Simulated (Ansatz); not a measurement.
# C₂H₃Na (SMILES C=[CH][Na]): one structure at several levels

The task here is to estimate one member of a computed series from the others.

Computed with Ansatz 0.2.0, Gaussian basis. Level: single points in def2-TZVPP.

Cores are frozen in the correlated methods. The outer core shell of Li, Na, Mg and K is correlated.

### Where the work starts

6 atoms, charge 0, spin multiplicity 1.

Atoms are counted from 1 here; the program's logs count them from 0.

Bond lengths: C1–C2 1.373 Å, C1–H4 1.210 Å, C1–H5 1.157 Å, C2–Na3 2.277 Å, C2–H6 1.057 Å. Angles: C2–C1–H4 120.6°, C2–C1–H5 114.9°, H4–C1–H5 123.1°, C1–C2–Na3 118.0°, C1–C2–H6 111.3°, Na3–C2–H6 130.2°.

Coordinates:

```xyz
6
charge 0, multiplicity 1
C    -0.7021    0.1266   -0.3215
C     0.4680    0.2146    0.3909
Na    1.8010   -1.6293    0.4877
H    -0.9077   -0.8133   -1.0556
H    -1.3323    1.0969   -0.3450
H     0.5302    1.1301    0.9151
```

Set-up of the first run:

Contents of run/in.yaml:

```yaml
crystal:
  periodic: [false, false, false]
  atoms:
    - {symbol: C, position_ang: [-0.702100, 0.126600, -0.321500]}
    - {symbol: C, position_ang: [0.468000, 0.214600, 0.390900]}
    - {symbol: Na, position_ang: [1.801000, -1.629300, 0.487700]}
    - {symbol: H, position_ang: [-0.907700, -0.813300, -1.055600]}
    - {symbol: H, position_ang: [-1.332300, 1.096900, -0.345000]}
    - {symbol: H, position_ang: [0.530200, 1.130100, 0.915100]}
basis:
  gaussian: {orbitals: def2-TZVPP}
correlation: {method: ccsd_t}
output: {forces: true}
```

The command line of these runs was not kept.

Among the steps run: CCSD(T)/def2-TZVPP; PBE0-D4/def2-TZVPP; wB97M-V/def2-TZVPP; r2SCAN-D4/def2-TZVPP; PBE-D4/def2-TZVPP; wB97X-V/def2-TZVPP; SPW92/def2-TZVPP.

One table of the session follows, with a row left open; its other results are not shown here.

| method | RMS force component (eV/Å) | angle to CCSD(T) forces (°) | dipole (D) |
| --- | --- | --- | --- |
| CCSD(T) | 1.069 | reference | 6.84 |
| PBE0-D4 | 1.154 | 14.3 | 6.59 |
| wB97M-V | ? | ? | ? |
| r2SCAN-D4 | 1.108 | 12.4 | 6.67 |
| PBE-D4 | 1.070 | 12.1 | 5.92 |
| wB97X-V | 1.147 | 12.1 | 7.02 |
| SPW92 | 1.146 | 19.6 | 5.90 |

**Question.** Estimate the row for wB97M-V.

As computed: RMS force component (eV/Å): 1.151; angle to CCSD(T) forces (°): 13.9; dipole (D): 6.81. In the column «RMS force component (eV/Å)» it lies between wB97X-V (1.147) and PBE0-D4 (1.154).
